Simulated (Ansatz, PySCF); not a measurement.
Molecule: C2H6NO, net charge 1, singlet state. It need not be the lowest isomer of its formula. 
Geometry from a B3LYP-D3(BJ)/def2-TZVP (Ansatz, an electronic-structure program) optimisation:
SMILES: CC(N)=[OH+]
```xyz
10

O      0.3320     1.2633     0.2216
C      0.0469     0.0170     0.0019
N      0.9676    -0.8878    -0.1870
C     -1.3946    -0.3100    -0.0203
H      0.7060    -1.8497    -0.3555
H     -1.8785     0.2934    -0.7915
H     -1.5731    -1.3651    -0.2080
H     -1.8335    -0.0217     0.9375
H      1.9589    -0.6816    -0.1751
H      1.2772     1.4907     0.2385
```
Charge +1, spin multiplicity 1.

Total electronic energies in hartree. Valence correlation only, unless marked. Spin-orbit coupling is left out. Non-relativistic. CBS(X,Y): correlation extrapolated as X^-3; Hartree-Fock from the larger set. [CCSD(T)-MP2]/basis is that difference in the basis named.

| level | program | energy (Eh) |
|---|---|---|
| HF/STO-3G | Ansatz | -205.70405 |
| BLYP-D4/def2-TZVPD | Ansatz + dftd4 | -209.58686 |
| BLYP/def2-TZVPD | Ansatz | -209.57685 |
| r2SCAN/def2-TZVPD | Ansatz | -209.52989 |
| PBE0-D3(BJ)/def2-TZVP | Ansatz + dftd3 | … |
| TPSSh-D3(BJ)/def2-TZVPD | PySCF + dftd3 | … |
| B2GP-PLYP/def2-TZVPD | Ansatz | … |
| CCSD/cc-pVTZ | Ansatz | -209.20181 |
| RI-MP2/CBS(cc-pVTZ,cc-pVQZ)+[CCSD(T)-MP2]/cc-pVTZ | Ansatz | -209.3390 |

Question: Fill in the missing entries.

Answer: 
- PBE0-D3(BJ)/def2-TZVP, energy (Eh): -209.41078
- TPSSh-D3(BJ)/def2-TZVPD, energy (Eh): -209.65781
- B2GP-PLYP/def2-TZVPD, energy (Eh): -209.43451
